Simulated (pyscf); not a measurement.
**Four-centre exchange: HO–Ti(OH)(F)–F + hydrogen (H₂) → water (H₂O) + HO–TiH(F)–F**

Gas phase, singlet surface, charge 0. Bonds broken: O1–Ti2, H8–H9. Bonds formed: O1–H8, Ti2–H9. Single points on ωB97X-D3(BJ)/def2-SVP structures (PySCF, gas phase).

Transition state (Å):

```xyz
9

O      0.3681     0.5220     1.6539
Ti    -0.6376     0.1393    -0.0429
O     -1.8133    -1.0713     0.4067
F     -1.2646     0.8939    -1.4868
F      0.8132    -0.5551    -0.7341
H      1.3250     0.6309     1.5637
H     -2.5690    -1.4676    -0.0425
H     -0.3503     1.4738     1.3447
H     -1.0959     1.8176     0.7489
```

One imaginary mode, 1246i cm⁻¹; descent along it reached the two sides named, in the forms told below.

| bond | change | reactant side (Å) | saddle | product side |
|---|---|---|---|---|
| O1–Ti2 | breaks | 1.766 | 2.009 | 2.254 |
| H8–H9 | breaks | 0.760 | 1.015 | 2.370 |
| O1–H8 | forms | 2.9 | 1.232 | 0.966 |
| Ti2–H9 | forms | 3.2 | 1.911 | 1.687 |

Electronic energies relative to the separated reactants (kJ/mol):

```csv
level,barrier,reaction energy,reverse barrier
ωB97X-D3(BJ)/def2-TZVP,148.0,+137.9,10.2
PBE/def2-TZVP,130.5,+142.7,-12.2
r²SCAN/def2-TZVP,135.2,+151.7,-16.5
B3LYP-D3(BJ)/def2-TZVP,146.9,+141.0,5.9
PBE0-D3(BJ)/def2-TZVP,136.1,+135.4,0.6
M06-2X/def2-TZVP,150.4,+140.8,9.7
ωB97M-D3(BJ)/def2-TZVP,148.3,+128.7,19.5
HF/def2-TZVP,201.1,+120.0,81.2
```

With ωB97M-D3(BJ)/def2-TZVP energies and thermal terms (ideal gas, 1 atm, RRHO with modes under 100 cm⁻¹ raised to 100, one conformer, R ln 2 for chiral ones without a mode under 150 cm⁻¹), in kJ/mol:

| T (K) | ΔH‡ | ΔG‡ | ΔH | ΔG |
|---|---|---|---|---|
| 298 | 152.9 | 193.1 | +139.4 | +131.7 |
| 600 | 148.1 | 236.0 | +134.1 | +126.0 |
| 900 | 146.8 | 280.3 | +130.2 | +122.9 |
| 1200 | 147.2 | 324.8 | +127.3 | +120.9 |

On the product side the descent ends in an adduct with a O–Ti contact, 56.3 kJ/mol under the separated species and 66.4 kJ/mol under the saddle at ωB97X-D3(BJ)/def2-TZVP. At PBE, r²SCAN the saddle lies under the separated products, which points to a path from their complex (located at ωB97X-D3(BJ) alone), and parting the products costs more than the saddle. What is counted as broken (O–Ti) persists as a longer contact in the product adduct; parting that adduct is a step of its own. At the saddle there is also a short H–Ti contact that neither side keeps. This is the saddle that the search found; another between the same sides may lie lower.
